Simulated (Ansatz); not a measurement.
Input file:

```yaml
crystal:
  periodic: [false, false, false]
  atoms:
    - {symbol: N, position_ang: [0.000000, 0.000000, 0.000000]}
    - {symbol: H, position_ang: [1.037823, 1.041267, 1.037596]}
    - {symbol: H, position_ang: [-1.042355, -1.034137, 1.040181]}
    - {symbol: H, position_ang: [-1.035432, 1.036513, -1.044721]}
    - {symbol: H, position_ang: [1.039964, -1.043643, -1.033056]}
basis:
  gaussian: {orbitals: def2-SVP}
total_charge: 1
magnetization: {spin_polarized: false}
hamiltonian: {xc: {name: r2SCAN}, pseudopotentials: {relativity: scalar}}
correlation: {method: ccsdt, electrons: valence}
scf: {lower_state_search: full}
```

```sh
$ ansatz run in.yaml --threads 1 --pin off --events-out ev --progress --plain --max-ram 2393MiB
```

Log:

```
607 factors; integrals over basis functions are off by at most 1.1e-7 eV
mean field evaluation 1: about -1495.0983 eV, gradient 1.2e2 eV
mean field evaluation 2: about -1495.0977 eV, gradient 1.2e2 eV
mean field evaluation 4: about -1484.8853 eV, gradient 1.3e2 eV
mean field evaluation 8: about -1533.0988 eV, gradient 1.1e-1 eV
mean field evaluation 16: about -1506.5377 eV, gradient 2.0e1 eV
mean field evaluation 32: about -1484.5251 eV, gradient 1.8e1 eV
mean field -1533.08965968 eV, -56.3400058278 hartree, gradient 2.0e-6 eV, S^2 0.000000; 0 other end points of the search recorded, 0 dependent functions left out; unrestricted orbitals would lower it
mean field evaluation 64: about -1523.6387 eV, gradient 3.0e-2 eV
unrestricted determinant -1523.64069163 eV, -55.9927626566 hartree, S^2 1.9242
1 core orbitals not correlated: weight in the atoms' cores, before any rotation towards them, 1.000 or more for the frozen orbitals, at most 0.000 for the correlated occupied ones
reference -1521.06510696 eV, -55.8981116660 hartree; 4, 4 occupied and 29, 29 virtual orbitals, 607 factors
second order -8.22989456 eV of doubles, -0.34185757 eV of singles
cycle   1  -7.38326115 eV  change     1.2e0 eV  update   1.7e-1
cycle   2  -8.22836188 eV  change   -8.5e-1 eV  update   1.1e-1
cycle   3  -8.90246654 eV  change   -6.7e-1 eV  update   5.2e-2
cycle   4  -8.98444018 eV  change   -8.2e-2 eV  update   2.3e-2
cycle   5  -8.98966447 eV  change   -5.2e-3 eV  update   9.2e-3
cycle   6  -9.02977062 eV  change   -4.0e-2 eV  update   4.9e-3
cycle   7  -9.03420434 eV  change   -4.4e-3 eV  update   2.5e-3
cycle   8  -9.03472707 eV  change   -5.2e-4 eV  update   9.2e-4
cycle   9  -9.03425880 eV  change    4.7e-4 eV  update   4.5e-4
cycle  10  -9.03347550 eV  change    7.8e-4 eV  update   2.3e-4
cycle  11  -9.03374917 eV  change   -2.7e-4 eV  update   8.3e-5
cycle  12  -9.03375379 eV  change   -4.6e-6 eV  update   3.5e-5
cycle  13  -9.03381512 eV  change   -6.1e-5 eV  update   1.4e-5
cycle  14  -9.03380220 eV  change    1.3e-5 eV  update   5.0e-6
cycle  15  -9.03379534 eV  change    6.9e-6 eV  update   1.9e-6
cycle  16  -9.03379520 eV  change    1.4e-7 eV  update   6.1e-7
Total energy: -1530.09890216 eV, -56.2300975162 hartree
Relativity: scalar
```

Ran on 1 thread of Intel Xeon Platinum 8375C, shared host: 2.3 s wall, 0.18 GiB peak host memory.
